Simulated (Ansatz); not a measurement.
How far each method lies from UCCSDT(Q) for H₂Si–Ge, triplet

Geometry: that of the H2Si–Ge, singlet, kept fixed.

```xyz
4

Si    0.0000    0.0000    1.5778
Ge    0.0000    0.0000   -0.6770
H     0.0000    1.2330    2.4116
H     0.0000   -1.2330    2.4116
```

Basis cc-pVDZ; Ansatz 0.2.0. Correlated methods freeze the noble-gas cores and the filled d shells of p-block atoms, which leaves 10 electrons in 36 orbitals. R marks a restricted (for open shells ROHF) determinant, U an unrestricted one. Active spaces: valence = (10e, 10o) chosen from the atoms' valence shells. No spin–orbit coupling is included, and no scalar relativity.

Full CI isn't at hand for all of this; UCCSDT(Q) serves as the reference, and is uncertain by about the last step of the cluster series. The frozen core follows each run's orbitals, which can shift R against U totals by a few meV for light atoms and by up to 0.1 eV past Ca.

The UHF ⟨S²⟩ is 2.023, the T1 diagnostic (RCCSD) is 0.0187 and the largest doubles amplitude (RCCSD) is 0.046. The T1 diagnostic (UCCSD) is 0.0185.

From what is known of these methods and the diagnostics, rank them by the size of their error in total energy against UCCSDT(Q) in cc-pVDZ, smallest first (an estimate: the text doesn't fix the numbers).
A. UCCSD
B. UCCSD(T)
C. UHF
D. UCCSDT
E. UMP2

D (0.19 kcal/mol), B (1.00 kcal/mol), A (4.49 kcal/mol), E (27.41 kcal/mol), C (117.09 kcal/mol).

All errors are against UCCSDT(Q) in cc-pVDZ. Within each family the higher level lies nearer, as is usual though not guaranteed.

Natural occupations of CASSCF (valence space) about the gap: 1.986 1.979 1.974 1.945 1.000 0.996 0.042 0.039 0.021 0.020; effectively unpaired electrons, Σ n²(2−n)², 2.03.
